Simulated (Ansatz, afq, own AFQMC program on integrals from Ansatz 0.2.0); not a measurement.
## Where AFQMC and coupled cluster stand for H2Br, doublet

```xyz
3

Br    0.0000    0.0000   -1.3783
H     0.0000    0.0000    0.3167
H     0.0000    0.0000    1.0617
```

Basis cc-pVTZ. Noble-gas cores (and the filled d shells of Ga–Kr and In–Xe) are frozen. AFQMC by an in-house program on the Cholesky factors that Ansatz 0.2.0 writes for its CCSD(T) run. The CISD trial takes its coefficients from CCSD amplitudes. Released means that phaseless walkers are propagated on without the constraint, phases kept. ± is one standard error of the sampling. No spin–orbit coupling.

Determinant: UHF, the one that the program's search chose, which needn't be the lowest solution. The geometry is a point of a scan.

No full CI on the walks' own integrals is used here; CCSDT(Q) serves as the reference and is uncertain by about the last step of the cluster series.

Cautions: no relativity below Rb; no spin-orbit coupling; inner d shell frozen.

```
T1 diagnostic                               : 0.0111
weight of the determinant in the CISD state : 0.914
⟨S²⟩ of the determinant                     : 0.773
size of the correlated space                : 9 electrons in 57 orbitals
```

Reference: CCSDT(Q), correlation energy -5.744 eV. The released energy is read at 2.40 1/Eh (meV from the phaseless value at times in 1/Eh: -5.2 ± 1.9 at 0.24, -6.8 ± 1.8 at 0.51, -9.1 ± 1.5 at 0.99, -6.8 ± 2.0 at 1.62, -7.9 ± 2.1 at 2.40).

| level | E − E(reference) (kJ/mol) | share of correlation (%) |
| --- | --- | --- |
| HF | 554.3 | 0.00 |
| MP2 | 85.5 | 84.58 |
| CCSD | 18.3 | 96.71 |
| CCSD(T) | 2.2 | 99.60 |
| CCSDT | 0.5 | 99.91 |
| ph-AFQMC/CISD | 0.8 ± 0.2 | 99.86 |
| released AFQMC | 0.0 ± 0.2 | 100.00 |

A walk keeps the symmetry of its determinant, which the program's search chose and which needn't be the lowest solution, so a lower state of the same spin and another symmetry isn't excluded. Released energies are given only where the last usable release times agree within the noise; a slower fall can still hide under it.
